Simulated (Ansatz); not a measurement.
A calculation on rock-salt NaCl returned lattice constant a 5.649 Å, bulk modulus 25.1 GPa.

For reference: lattice constant a 5.569 Å (measured, static lattice: zero-point anharmonic expansion removed; as tabulated in Mejia-Rodriguez and Trickey (2018), arXiv:1807.09216); bulk modulus 27.6 GPa (measured, 0 K value with the zero-point phonon effect removed; as tabulated in Mejia-Rodriguez and Trickey (2018), arXiv:1807.09216).

### Question
Which level of theory produced these numbers?
(A) PBE0 (Ansatz, a first-principles code)
(B) r²SCAN (Ansatz)
(C) B3LYP (VWN-RPA form) (Ansatz)
(D) PBEsol (Ansatz)

### Answer
A, PBE0 (Ansatz)

The others give: r²SCAN 5.608 Å, 27.5 GPa; PBEsol 5.602 Å, 25.8 GPa; B3LYP (VWN-RPA form) 5.697 Å, 24.0 GPa.

Unless a cell is named, each level is at its own relaxed cell (B3LYP (VWN-RPA form) 23.12, PBE0 22.53, PBEsol 21.98, r²SCAN 22.04 Å³/atom).

Ansatz's density-functional and Hartree–Fock values are scalar-relativistic unless marked +SOC, with PAW data made under PBE.
